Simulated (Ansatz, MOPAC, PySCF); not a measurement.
Barrier height from ClH + CH3 (SMILES [CH3]) to the transition structure CH4Cl, without zero-point energy, on the benchmark's geometries as Psi4's copy of the set gives them.
Transition structure (charge 0, multiplicity 2):
```tsv
atom	x (Å)	y (Å)	z (Å)
C	0.2441	0.5999	1.7024
H	-0.6756	0.2785	2.1729
H	0.3519	1.6638	1.5377
H	1.1407	0.0658	1.9878
H	0.0572	0.1400	0.3971
Cl	-0.1376	-0.3381	-0.9594
```

Open shells are unrestricted; no spin–orbit coupling.

The state that AM1, PM7 reach isn't checked; PM7 holds dispersion and hydrogen-bond terms.

The values were computed with Ansatz (an electronic-structure program) with Gaussian orbitals; MOPAC for AM1, PM7 (differences of heats of formation); PySCF for the dispersion terms. Each number belongs to the level named beside it.

Task: One of these levels gives -9.3 kJ/mol for the barrier height. Which?
A. revPBE-D4/def2-TZVPPD
B. PM7
C. PBE0/def2-TZVPPD
D. AM1

Result: C, PBE0/def2-TZVPPD. The others give 32.9 (AM1), 36.1 (PM7), -21.9 (revPBE-D4/def2-TZVPPD)
